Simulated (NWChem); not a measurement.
Everything below was run with NWChem. System: ClNa, charge 0, spin multiplicity 1, optimised in this run. The structure started from a generated list of species. Level: B3LYP/def2-SVP.

Input file:

```
start mol
memory heap 200 mb stack 900 mb global 1100 mb
geometry units angstroms
  Na     0.000000     0.000000    -1.363282
  Cl     0.000000     0.000000     0.882124
  symmetry group C2v
end
basis spherical
  * library def2-svp
end
dft
  xc b3lyp
  semidirect memsize 60000000 filesize 0
  iterations 100
end
driver
  maxiter 80
end
task dft optimize
task dft freq
```

Output (cleaned and shortened):

```
             Northwest Computational Chemistry Package (NWChem) 7.3.0
             --------------------------------------------------------

                                NWChem Input Module
                                -------------------

 Scaling coordinates for geometry "geometry" by  1.889725989
 (inverse scale =  0.529177249)

 Turning off AUTOSYM since
 SYMMETRY directive was detected!

          ------
          auto-z
          ------

                             Geometry "geometry" -> ""
                             -------------------------

 Output coordinates in angstroms (scale by  1.889725989 to convert to a.u.)

  No.       Tag          Charge          X              Y              Z
 ---- ---------------- ---------- -------------- -------------- --------------
    1 Na                  11.0000     0.00000000     0.00000000    -1.36328221
    2 Cl                  17.0000     0.00000000     0.00000000     0.88212379

 Effective nuclear repulsion energy (a.u.)      44.0704912889

            Nuclear Dipole moment (a.u.)
            ----------------------------
        X                 Y               Z
 ---------------- ---------------- ----------------
     0.0000000000     0.0000000000     0.0000000000

      Symmetry information
      --------------------

 Group name             C2v
 Group number             16
 Group order               4
 No. of unique centers     2

      Symmetry unique atoms

     1    2


 Summary of "ao basis" -> "" (spherical)
 ------------------------------------------------------------------------------
       Tag                 Description            Shells   Functions and Types
 ---------------- ------------------------------  ------  ---------------------
 *                          def2-svp                  on all atoms

                           NWChem Geometry Optimization
                           ----------------------------

 maximum gradient threshold         (gmax) =   0.000450
 rms gradient threshold             (grms) =   0.000300
 maximum cartesian step threshold   (xmax) =   0.001800
 rms cartesian step threshold       (xrms) =   0.001200
[...]
 Dependent rotation vector no.                    3
  found in ECKART; assuming linear geometry
 Projected Nuclear Hessian trans-rot subspace norm:1.4350D-42
                         (should be close to zero!)

          --------------------------------------------------------
          MASS-WEIGHTED PROJECTED HESSIAN (Hartree/Bohr/Bohr/Kamu)
          --------------------------------------------------------

               1            2            3            4            5            6
   ----- ----- ----- ----- -----
    1    0.00000D+00
    2    0.00000D+00  0.00000D+00
    3   -1.01195D-22  1.91146D-23  3.38524D+00
    4    0.00000D+00  2.27920D-25  0.00000D+00  0.00000D+00
    5    2.27920D-25  2.98739D-20  0.00000D+00  0.00000D+00  0.00000D+00
    6    8.12534D-23 -1.52706D-23 -2.74484D+00  1.89238D-22  0.00000D+00  2.22558D+00

 center of mass
 --------------
 x =   0.00000000 y =   0.00000000 z =   0.00241401

 moments of inertia (a.u.)
 ------------------
         271.308739122945           0.000000000000           0.000000000000
           0.000000000000         271.308739122945           0.000000000000
           0.000000000000           0.000000000000           0.000000000000

 Rotational Constants
 --------------------
 A=   0.000000 cm-1  (  0.000000 K)
 B=   0.221888 cm-1  (  0.319240 K)
 C=   0.221888 cm-1  (  0.319240 K)

 Temperature                      =   298.15K
 frequency scaling parameter      =   1.0000

 Linear Molecule

 Zero-Point correction to Energy  =    0.550 kcal/mol  (  0.000877 au)
 Thermal correction to Energy     =    2.234 kcal/mol  (  0.003560 au)
 Thermal correction to Enthalpy   =    2.826 kcal/mol  (  0.004504 au)

 Total Entropy                    =   54.666 cal/mol-K
   - Translational                =   38.075 cal/mol-K (mol. weight =  57.9587)
   - Rotational                   =   15.572 cal/mol-K (symmetry #  =        1)
   - Vibrational                  =    1.019 cal/mol-K

 Cv (constant volume heat capacity) =    6.467 cal/mol-K
   - Translational                  =    2.979 cal/mol-K
   - Rotational                     =    1.986 cal/mol-K
   - Vibrational                    =    1.501 cal/mol-K


 ----------------------------------------------------------------------------
 Normal Eigenvalue ||    Projected Derivative Dipole Moments (debye/angs)
  Mode   [cm**-1]  ||      [d/dqX]             [d/dqY]           [d/dqZ]
 ------ ---------- || ------------------ ------------------ -----------------
    1        0.000 ||       0.706               0.000            -0.000
    2        0.000 ||       0.000               0.706            -0.000
    3        0.000 ||      -0.573              -0.000             0.000
    4        0.000 ||      -0.000              -0.573             0.000
    5        0.000 ||      -0.000              -0.000             0.000
    6      385.050 ||      -0.000              -0.000            -0.865
 ----------------------------------------------------------------------------

 ----------------------------------------------------------------------------
 Normal Eigenvalue ||           Projected Infra Red Intensities
  Mode   [cm**-1]  || [atomic units] [(debye/angs)**2] [(KM/mol)] [arbitrary]
 ------ ---------- || -------------- ----------------- ---------- -----------
    1        0.000 ||    0.021618           0.499        21.074      12.464
    2        0.000 ||    0.021618           0.499        21.074      12.464
    3        0.000 ||    0.014212           0.328        13.855       8.194
    4        0.000 ||    0.014212           0.328        13.855       8.194
    5        0.000 ||    0.000000           0.000         0.000       0.000
    6      385.050 ||    0.032404           0.748        31.589      18.683
 ----------------------------------------------------------------------------

 Task  times  cpu:        5.4s     wall:        5.4s

 Total times  cpu:        7.6s     wall:        7.6s
```
